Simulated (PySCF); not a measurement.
C2H3F, SMILES C(=C)F.

Coordinates come from a PBE-D3(BJ)/def2-TZVP optimisation.

Level of theory: PySCF with PBE-D3(BJ)/def2-TZVP.

Harmonic, unscaled wavenumbers; measured fundamentals usually lie a few per cent lower.

```csv
mode,ν (cm⁻¹),IR (km/mol),moving atoms (share of kinetic energy)
1,472,3.3,"H 38 %, C 36 %, F 26 %"
2,707,5.1,"H 66 %, C 28 %"
3,835,45.3,"H 69 %, C 31 %"
4,908,36.4,"H 44 %, C 29 %, F 27 %"
5,924,36.5,"H 91 %, C 9 %"
6,1135,99.4,"C 53 %, H 26 %, F 22 %"
7,1290,1.6,"H 87 %, C 12 %"
8,1362,4.4,"H 84 %, C 15 %"
9,1659,106.4,"C 87 %, H 13 %"
10,3102,2.2,H 95 %
11,3121,7.3,"H 91 %, C 9 %"
12,3200,1.2,"H 89 %, C 11 %"
```
